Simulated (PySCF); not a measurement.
SMILES [CH2]CO (C₂H₅O), doublet (CAM-B3LYP/def2-SVP optimised geometry):

```
8

C      0.333    -0.685     0.000
C     -0.385     0.614     0.000
O      0.286     1.621     0.717
H      1.426    -0.685     0.000
H     -0.194    -1.621    -0.196
H     -0.481     0.999    -1.035
H     -1.426     0.472     0.357
H      0.430     1.296     1.614
```

Calculation: unrestricted CAM-B3LYP/def2-TZVP run with PySCF.

Problem. What are the frontier orbital energies (α orbitals alone; a β orbital can be the lowest empty one) and the dipole moment?

Solution. HOMO-2 -11.14 eV, HOMO-1 -9.71 eV, HOMO -7.70 eV, LUMO 2.11 eV, LUMO+1 2.96 eV; dipole moment 1.53 D.

On the same geometry unrestricted PBE/def2-TZVP (PySCF) gives HOMO-2 -8.03 eV, HOMO-1 -6.50 eV, HOMO -4.94 eV, LUMO 0.44 eV, LUMO+1 1.30 eV; dipole moment 1.34 D.

Meta-Löwdin charges at CAM-B3LYP/def2-TZVP: C1 -0.28, C2 0.02, O3 -0.54, H4 0.12, H5 0.12, H6 0.12, H7 0.10, H8 0.33.
